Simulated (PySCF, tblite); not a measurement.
# C₄H₈N+: a rotation path, then NMR shifts and spin-spin couplings on frames

Aim: move C₄H₈N+ (`C#CC[NH2+]C`) away from its starting geometry and see how NMR shifts and spin-spin couplings follow the geometry.

Computed with tblite 0.8.0 and PySCF 2.14.0, with density-fitted response routines of our own, on a single molecule in the gas phase. Atoms are numbered from 0 throughout.

## (1) The molecule as given

13 atoms, charge 1, multiplicity 1; geometry from: GFN2-xTB.

Bonds of the start (Å): C0–C1 1.20, C1–C2 1.45, C2–N3 1.50, N3–C4 1.48, C0–H5 1.05, C2–H6 1.09, C2–H7 1.09, N3–H8 1.03, N3–H9 1.03, C4–H10 1.09, C4–H11 1.09, C4–H12 1.09.

## (2) The rotation path with GFN2-xTB

What the job is given:

```
{"job": {"kind": "neb", "xc": "GFN2-xTB", "basis": "xTB", "atoms": [1, 2, 3, 4], "turn": 120}, "charge": 1, "multiplicity": 1}
C      2.916436    -0.458162    -0.301656
C      1.808147    -0.324319     0.128621
C      0.463095    -0.161558     0.642204
N     -0.486589     0.144023    -0.472648
C     -1.880950     0.323014    -0.024205
H      3.896578    -0.579128    -0.661171
H      0.141368    -1.080855     1.140069
H      0.437292     0.659540     1.364385
H     -0.160670     0.995194    -0.949839
H     -0.435864    -0.621060    -1.158480
H     -2.527700     0.542176    -0.871432
H     -2.235136    -0.584898     0.461060
H     -1.940397     1.146521     0.685363
```

Method: GFN2-xTB climbing-image nudged elastic band, gas phase.

On the command line:

```sh
$ OMP_NUM_THREADS=1 python probes_run.py task.json out
```

This one command runs all jobs of the session in turn.

Output:

```text
image   E - E0 / eV
  0      -0.0000
  1       0.0134
  2       0.0444
  3       0.0774
  4       0.0949
  5       0.0868
  6       0.0581
  7       0.0255
  8       0.0075
```

Run time: 1.8 s. Hardware: 1 thread of Arm Neoverse V1, shared host; peak memory 0.18 GiB.

The final band, with the dihedral C1–C2–N3–C4:

```csv
image,dihedral (°),energy (eV),energy (kcal/mol)
0,180,0.000,0.0
1,195,0.013,0.3
2,209,0.044,1.0
3,223,0.077,1.8
4,238,0.095,2.2
5,252,0.087,2.0
6,266,0.058,1.3
7,280,0.025,0.6
8,293,0.007,0.2
```

## (3) NMR shieldings: image 0, PBE0/pcSseg-1

What the job is given:

```
{"job": {"kind": "nmr", "xc": "PBE0", "basis": "pcSseg-1", "pop": false}, "charge": 1, "multiplicity": 1}
C      2.916400    -0.458200    -0.301700
C      1.808100    -0.324300     0.128600
C      0.463100    -0.161600     0.642200
N     -0.486600     0.144000    -0.472600
C     -1.881000     0.323000    -0.024200
H      3.896600    -0.579100    -0.661200
H      0.141400    -1.080900     1.140100
H      0.437300     0.659500     1.364400
H     -0.160700     0.995200    -0.949800
H     -0.435900    -0.621100    -1.158500
H     -2.527700     0.542200    -0.871400
H     -2.235100    -0.584900     0.461100
H     -1.940400     1.146500     0.685400
```

With the program's defaults for keys left out, this is: GIAO PBE0/pcSseg-1 NMR shielding, non-relativistic, gas phase.

Output:

```text
coarse grid: 10368 points
cycle   1  E = -211.2988372942  dE =  8.387e-01  |g| = 4.345e-01  |ddm| = 3.192e+00
cycle   2  E = -211.2664903024  dE =  3.235e-02  |g| = 5.868e-01  |ddm| = 9.983e-01
cycle   3  E = -211.3454140344  dE = -7.892e-02  |g| = 1.446e-01  |ddm| = 4.983e-01
cycle   4  E = -211.3495040171  dE = -4.090e-03  |g| = 6.841e-02  |ddm| = 1.308e-01
cycle   5  E = -211.3505823469  dE = -1.078e-03  |g| = 1.157e-02  |ddm| = 4.415e-02
cycle   6  E = -211.3506097321  dE = -2.739e-05  |g| = 2.527e-03  |ddm| = 1.088e-02
cycle   7  E = -211.3506111772  dE = -1.445e-06  |g| = 5.567e-04  |ddm| = 2.373e-03
final grid: 98800 points
cycle   8  E = -211.3786387651  dE = -3.437e-05  |g| = 6.726e-03  |ddm| = 3.819e-02
cycle   9  E = -211.3786389168  dE = -1.517e-07  |g| = 6.838e-03  |ddm| = 1.078e-02
cycle  10  E = -211.3786497830  dE = -1.087e-05  |g| = 1.135e-03  |ddm| = 4.933e-03
cycle  11  E = -211.3786500583  dE = -2.753e-07  |g| = 3.819e-04  |ddm| = 9.690e-04
cycle  12  E = -211.3786500897  dE = -3.136e-08  |g| = 1.391e-04  |ddm| = 3.217e-04
cycle  13  E = -211.3786500940  dE = -4.309e-09  |g| = 2.257e-05  |ddm| = 9.360e-05
cycle  14  E = -211.3786500941  dE = -9.868e-11  |g| = 6.308e-06  |ddm| = 1.889e-05
converged SCF energy = -211.3786500941

GIAO shielding tensors (ppm)
atom      isotropic    diamagn.    paramagn.     s11        s22        s33       span
  0 C       88.854     255.718    -166.864     10.476     21.215    234.870    224.394
  1 C      116.173     259.106    -142.933     24.548     27.233    296.739    272.191
  2 C      141.394     249.903    -108.509    114.761    132.791    176.631     61.870
  3 N      194.200     322.862    -128.662    176.662    191.823    214.115     37.453
  4 C      150.446     244.824     -94.378    127.637    133.563    190.138     62.500
  5 H       28.679      32.635      -3.955     23.932     23.980     38.125     14.193
  6 H       27.378      27.884      -0.506     22.177     27.727     32.230     10.053
  7 H       27.381      27.884      -0.503     22.181     27.728     32.233     10.051
  8 H       26.914      31.197      -4.283     20.431     24.966     35.346     14.915
  9 H       26.915      31.201      -4.286     20.431     24.970     35.346     14.915
 10 H       28.152      25.948       2.204     23.636     25.302     35.519     11.883
 11 H       28.399      27.152       1.247     24.146     26.347     34.703     10.557
 12 H       28.399      27.149       1.250     24.145     26.347     34.704     10.559
```

It took 7.8 s on 1 thread of Arm Neoverse V1, shared host; peak memory 0.56 GiB.

The references, computed at this level on geometries of the same kind, shield at (ppm): ¹H TMS 31.72, ¹³C TMS 186.9, ¹⁵N NH3 267.7. Their shielding less the atom's gives the shift. The references are single molecules in the gas phase, so shifts against H2O, NH3, PH3, H3PO4 or CFCl3 are not on the usual liquid scales and can be off by tens of ppm. Each atom is listed at this fixed geometry, with no averaging over motion; a spectrum would average atoms that exchange fast.

| atoms | environment | σ (ppm) | δ (ppm) |
| --- | --- | --- | --- |
| C0 | terminal alkyne carbon | 88.9 | 98.1 |
| C1 | alkyne carbon | 116.2 | 70.8 |
| C2 | propargylic sp3 CH2 bonded to N | 141.4 | 45.5 |
| C4 | methyl carbon bonded to N | 150.4 | 36.5 |
| H8 | hydrogen on an ammonium nitrogen | 26.91 | 4.80 |
| H9 | hydrogen on an ammonium nitrogen | 26.92 | 4.80 |
| H6 | hydrogen on a propargylic sp3 CH2 bonded to N | 27.38 | 4.34 |
| H7 | hydrogen on a propargylic sp3 CH2 bonded to N | 27.38 | 4.34 |
| H10 | hydrogen on a methyl carbon bonded to N | 28.15 | 3.56 |
| H12 | hydrogen on a methyl carbon bonded to N | 28.40 | 3.32 |
| H11 | hydrogen on a methyl carbon bonded to N | 28.40 | 3.32 |
| H5 | hydrogen on a terminal alkyne carbon | 28.68 | 3.04 |
| N3 | ammonium nitrogen | 194.2 | 73.5 |

## (4) Indirect couplings: image 0, B3LYP/pcJ-1

The job, as its differences from that of step 3:

```diff
@@ -1,2 +1,2 @@
-{"job": {"kind": "nmr", "xc": "PBE0", "basis": "pcSseg-1", "pop": false}, "charge": 1, "multiplicity": 1}
+{"job": {"kind": "j", "xc": "B3LYP", "basis": "pcJ-1"}, "charge": 1, "multiplicity": 1}
 C      2.916400    -0.458200    -0.301700
```

With the program's defaults for keys left out, this is: B3LYP/pcJ-1 indirect spin-spin coupling, non-relativistic, gas phase.

Output:

```text
coarse grid: 10368 points
cycle   1  E = -211.5923362384  dE =  7.639e-01  |g| = 4.531e-01  |ddm| = 2.920e+00
cycle   2  E = -211.5507993247  dE =  4.154e-02  |g| = 6.161e-01  |ddm| = 9.233e-01
cycle   3  E = -211.6371355457  dE = -8.634e-02  |g| = 1.822e-01  |ddm| = 5.292e-01
cycle   4  E = -211.6438027593  dE = -6.667e-03  |g| = 7.813e-02  |ddm| = 1.491e-01
cycle   5  E = -211.6451671113  dE = -1.364e-03  |g| = 1.677e-02  |ddm| = 4.964e-02
cycle   6  E = -211.6452226419  dE = -5.553e-05  |g| = 3.462e-03  |ddm| = 1.138e-02
cycle   7  E = -211.6452252682  dE = -2.626e-06  |g| = 7.272e-04  |ddm| = 2.996e-03
final grid: 98800 points
cycle   8  E = -211.6851512080  dE = -9.238e-05  |g| = 5.765e-03  |ddm| = 2.336e-02
cycle   9  E = -211.6851501543  dE =  1.054e-06  |g| = 6.142e-03  |ddm| = 7.750e-03
cycle  10  E = -211.6851588551  dE = -8.701e-06  |g| = 1.038e-03  |ddm| = 4.087e-03
cycle  11  E = -211.6851589355  dE = -8.040e-08  |g| = 8.445e-04  |ddm| = 1.150e-03
cycle  12  E = -211.6851590971  dE = -1.616e-07  |g| = 2.244e-04  |ddm| = 5.777e-04
cycle  13  E = -211.6851591084  dE = -1.130e-08  |g| = 2.734e-05  |ddm| = 1.419e-04
cycle  14  E = -211.6851591085  dE = -1.288e-10  |g| = 7.972e-06  |ddm| = 1.871e-05
converged SCF energy = -211.6851591085

Indirect spin-spin couplings (Hz)
  i      j    bonds     total        FC       PSO       DSO        SD
  0 C    1 C    1    206.498   198.122     8.279     0.097         -
  0 C    2 C    2     14.547    14.737    -0.046    -0.144         -
  0 C    3 N    3     -1.996    -2.078     0.072     0.025    -0.015
  0 C    4 C    4      0.457     0.402     0.129    -0.074         -
  0 C    5 H    1    281.310   282.683    -1.727     0.353         -
  0 C    6 H    3      4.154     3.772     0.837    -0.454         -
  0 C    7 H    3      4.160     3.776     0.838    -0.454         -
  0 C    8 H    4     -0.186    -0.110     0.061    -0.137         -
  0 C    9 H    4     -0.186    -0.110     0.060    -0.136         -
  0 C   10 H    5      0.510     0.486     0.276    -0.252         -
  1 C    2 C    1     81.840    83.319    -1.700     0.222         -
  1 C    3 N    2      1.438     1.298     0.087    -0.012     0.066
  1 C    4 C    3      4.944     4.986     0.030    -0.072         -
  1 C    5 H    2     54.613    49.879     5.956    -1.222         -
  1 C    6 H    2    -11.286   -11.178     0.013    -0.121         -
  1 C    7 H    2    -11.284   -11.176     0.013    -0.121         -
  1 C    8 H    3      1.918     1.847    -0.039     0.111         -
  1 C    9 H    3      1.921     1.850    -0.039     0.111         -
  1 C   10 H    4      2.049     2.043     0.299    -0.292         -
  1 C   11 H    4     -0.192    -0.198     0.226    -0.220         -
  1 C   12 H    4     -0.192    -0.199     0.226    -0.220         -
  2 C    3 N    1     -5.551    -4.044    -0.414    -0.090    -1.003
  2 C    4 C    2      0.361     0.537    -0.158    -0.017         -
  2 C    5 H    3      3.847     3.878     0.465    -0.495         -
  2 C    6 H    1    159.091   158.186     0.055     0.851         -
  2 C    7 H    1    159.038   158.132     0.056     0.851         -
  2 C    8 H    2     -3.394    -3.502     0.381    -0.273         -
  2 C    9 H    2     -3.398    -3.506     0.381    -0.273         -
  2 C   10 H    3     11.457    11.480     0.481    -0.504         -
  2 C   11 H    3      2.656     2.648     0.009    -0.001         -
  2 C   12 H    3      2.655     2.647     0.009    -0.001         -
  3 N    4 C    1     -5.145    -3.735    -0.378    -0.074    -0.959
  3 N    5 H    4      1.983     1.945    -0.077     0.109     0.006
  3 N    6 H    2     -0.341    -0.280    -0.131     0.057     0.013
  3 N    7 H    2     -0.341    -0.280    -0.131     0.057     0.013
  3 N    8 H    1    -80.583   -78.866    -1.387    -0.321    -0.009
  3 N    9 H    1    -80.541   -78.823    -1.387    -0.321    -0.009
  3 N   10 H    2     -0.699    -0.633    -0.191     0.098     0.026
  3 N   11 H    2     -0.029     0.046    -0.169     0.086     0.008
  3 N   12 H    2     -0.028     0.046    -0.169     0.086     0.008
  4 C    6 H    3      1.852     1.831     0.061    -0.040         -
  4 C    7 H    3      1.852     1.832     0.061    -0.040         -
  4 C    8 H    2     -3.074    -3.157     0.496    -0.414         -
  4 C    9 H    2     -3.085    -3.167     0.496    -0.414         -
  4 C   10 H    1    151.884   150.903     0.408     0.573         -
  4 C   11 H    1    152.119   151.127     0.387     0.606         -
  4 C   12 H    1    152.175   151.183     0.386     0.606         -
  5 H    6 H    4     -3.633    -3.568     1.533    -1.597         -
  5 H    7 H    4     -3.632    -3.567     1.533    -1.597         -
  6 H    7 H    2    -17.818   -17.866     2.384    -2.336         -
  6 H    8 H    3     14.190    14.258     3.504    -3.572         -
  6 H    9 H    3      3.089     3.225     0.460    -0.596         -
  6 H   10 H    4     -0.455    -0.367     1.626    -1.714         -
  6 H   11 H    4     -0.255    -0.289    -1.259     1.294         -
  6 H   12 H    4     -0.273    -0.158     0.568    -0.682         -
  7 H    8 H    3      3.092     3.228     0.458    -0.595         -
  7 H    9 H    3     14.195    14.263     3.504    -3.572         -
  7 H   10 H    4     -0.457    -0.369     1.626    -1.714         -
  7 H   11 H    4     -0.274    -0.159     0.570    -0.684         -
  7 H   12 H    4     -0.255    -0.290    -1.261     1.295         -
  8 H    9 H    2    -14.697   -14.733     3.874    -3.839         -
  8 H   10 H    3      2.870     3.057     0.582    -0.769         -
  8 H   11 H    3     15.987    16.077     3.590    -3.679         -
  8 H   12 H    3      3.089     3.274     0.614    -0.799         -
  9 H   10 H    3      2.866     3.053     0.580    -0.767         -
  9 H   11 H    3      3.096     3.281     0.611    -0.797         -
  9 H   12 H    3     15.968    16.057     3.590    -3.680         -
 10 H   11 H    2    -15.618   -15.582     2.816    -2.852         -
 10 H   12 H    2    -15.569   -15.533     2.821    -2.857         -
 11 H   12 H    2    -15.121   -15.093     2.741    -2.769         -
```

Run time: 23 s. Hardware: 1 thread of Arm Neoverse V1, shared host; peak memory 0.84 GiB.

A choice of the couplings up to four bonds, sorted by the number of bonds; isotopes 13C, 1H, 15N:

```
   pair  bonds  J (Hz)  Fermi contact (Hz)  dihedral (°)
  C0–H5      1   281.3               282.7             –
  C0–C1      1   206.5               198.1             –
  C2–H6      1   159.1               158.2             –
  C2–H7      1   159.0               158.1             –
 C4–H12      1   152.2               151.2             –
 C4–H11      1   152.1               151.1             –
 C4–H10      1   151.9               150.9             –
  C1–C2      1    81.8                83.3             –
  N3–H8      1   -80.6               -78.9             –
  C1–H5      2    54.6                49.9             –
  H6–H7      2   -17.8               -17.9             –
H10–H11      2   -15.6               -15.6             –
H10–H12      2   -15.6               -15.5             –
H11–H12      2   -15.1               -15.1             –
  H8–H9      2   -14.7               -14.7             –
  C0–C2      2    14.5                14.7             –
  C1–H6      2   -11.3               -11.2             –
  C1–H7      2   -11.3               -11.2             –
 H8–H11      3    16.0                16.1           179
 H9–H12      3    16.0                16.1          -179
  H7–H9      3    14.2                14.3           178
  H6–H8      3    14.2                14.3          -178
 C2–H10      3    11.5                11.5          -180
  C1–C4      3     4.9                 5.0           180
  C0–H7      3     4.2                 3.8             –
  C0–H6      3     4.2                 3.8             –
  C2–H5      3     3.8                 3.9             –
  H5–H6      4    -3.6                -3.6             –
  H5–H7      4    -3.6                -3.6             –
 C1–H10      4     2.0                 2.0             –
  N3–H5      4     2.0                 1.9             –
```

The spin-dipole term was solved for some atoms only; pairs without it lack that part.

## (5) NMR shieldings: image 2, PBE0/pcSseg-1

What the job is given:

```
{"job": {"kind": "nmr", "xc": "PBE0", "basis": "pcSseg-1", "pop": false}, "charge": 1, "multiplicity": 1}
C      2.910600    -0.179000    -0.259100
C      1.788700    -0.299200     0.138700
C      0.424400    -0.405400     0.615500
N     -0.536300    -0.068400    -0.489300
C     -1.811600     0.505100    -0.014800
H      3.905800    -0.086500    -0.585100
H      0.230800    -1.418400     0.977600
H      0.273000     0.298500     1.440100
H     -0.068500     0.606400    -1.110600
H     -0.720100    -0.912300    -1.047500
H     -2.475900     0.700400    -0.854800
H     -2.302600    -0.184900     0.667700
H     -1.622800     1.444200     0.503800
```

With the program's defaults for keys left out, this is: GIAO PBE0/pcSseg-1 NMR shielding, non-relativistic, gas phase.

Output:

```text
coarse grid: 10368 points
cycle   1  E = -211.2971259138  dE =  8.343e-01  |g| = 4.351e-01  |ddm| = 3.172e+00
cycle   2  E = -211.2640294705  dE =  3.310e-02  |g| = 5.897e-01  |ddm| = 1.014e+00
cycle   3  E = -211.3439349924  dE = -7.991e-02  |g| = 1.437e-01  |ddm| = 5.031e-01
cycle   4  E = -211.3479451306  dE = -4.010e-03  |g| = 6.874e-02  |ddm| = 1.310e-01
cycle   5  E = -211.3490346837  dE = -1.090e-03  |g| = 1.163e-02  |ddm| = 4.433e-02
cycle   6  E = -211.3490623281  dE = -2.764e-05  |g| = 2.575e-03  |ddm| = 1.110e-02
cycle   7  E = -211.3490638275  dE = -1.499e-06  |g| = 5.612e-04  |ddm| = 2.437e-03
final grid: 98800 points
cycle   8  E = -211.3763687695  dE = -3.224e-05  |g| = 6.649e-03  |ddm| = 3.604e-02
cycle   9  E = -211.3763686504  dE =  1.191e-07  |g| = 6.836e-03  |ddm| = 1.007e-02
cycle  10  E = -211.3763795189  dE = -1.087e-05  |g| = 1.070e-03  |ddm| = 5.059e-03
cycle  11  E = -211.3763797614  dE = -2.425e-07  |g| = 3.627e-04  |ddm| = 9.105e-04
cycle  12  E = -211.3763797896  dE = -2.812e-08  |g| = 1.359e-04  |ddm| = 2.940e-04
cycle  13  E = -211.3763797937  dE = -4.139e-09  |g| = 2.173e-05  |ddm| = 9.134e-05
cycle  14  E = -211.3763797938  dE = -9.442e-11  |g| = 6.009e-06  |ddm| = 1.997e-05
converged SCF energy = -211.3763797938

GIAO shielding tensors (ppm)
atom      isotropic    diamagn.    paramagn.     s11        s22        s33       span
  0 C       88.398     255.388    -166.990     12.573     21.130    231.489    218.916
  1 C      115.307     261.275    -145.968     18.894     29.544    297.485    278.591
  2 C      141.179     248.185    -107.005    112.365    132.340    178.833     66.468
  3 N      194.295     322.579    -128.284    164.274    200.497    218.113     53.838
  4 C      149.500     245.354     -95.854    122.832    137.092    188.577     65.745
  5 H       28.596      32.463      -3.867     23.906     24.000     37.882     13.976
  6 H       27.166      26.929       0.237     22.371     26.757     32.370      9.999
  7 H       27.533      28.397      -0.865     22.230     28.386     31.983      9.753
  8 H       27.029      31.534      -4.505     20.184     25.738     35.165     14.981
  9 H       26.521      30.473      -3.952     20.224     23.941     35.398     15.173
 10 H       28.217      26.115       2.101     23.652     25.347     35.651     11.999
 11 H       28.380      27.058       1.323     24.234     26.169     34.738     10.505
 12 H       28.377      27.775       0.602     24.182     26.524     34.425     10.243
```

Run time: 7.4 s. Hardware: 1 thread of Arm Neoverse V1, shared host; peak memory 0.59 GiB.

This run: δ C0 98.5, C1 71.6, C2 45.7, C4 37.4, H9 5.20, H8 4.69 ppm.

[end of part 1 of 3]
